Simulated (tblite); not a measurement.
# C2H2F2S: the cost of one run

Computed with tblite 0.8.0 and PySCF 2.14.0; each step states its level. No surroundings beyond the atoms listed, unless a continuum is named. Atoms count from 0, parts from 1.

## 1. The system as given

7 atoms, charge 0, multiplicity 1; geometry: rigid parts in contact. Parts: 1 = atoms 0–2, `FSF`, charge 0; 2 = atoms 3–6, `C#C`, charge 0.

## 2. Bringing the parts together with GFN2-xTB

The job: settings as JSON, then the geometry in Å.

```
{"job": {"kind": "dock", "xc": "GFN2-xTB", "basis": "xTB"}, "charge": 0, "multiplicity": 1, "parts": [{"atoms": "0-2", "charge": 0, "multiplicity": 1}, {"atoms": "3-6", "charge": 0, "multiplicity": 1}]}
F      1.226460    -0.358781    -0.002737
S     -0.000158     0.718428    -0.008821
F     -1.226302    -0.359647     0.011558
C      2.364153     2.491703    -0.280278
C      2.322975     3.294737     0.601954
H      2.400513     1.785590    -1.056004
H      2.286590     4.000917     1.377628
```

Method: GFN2-xTB search for minima from random contacts, gas phase.

Launch:

```
$ OMP_NUM_THREADS=1 python cluster_run.py task.json out
```

The driver reads the jobs from task.json and runs them one after another.

**Question.** How long does this first job take on 1 thread of Arm Neoverse V1, shared host?

About 5.5 s.
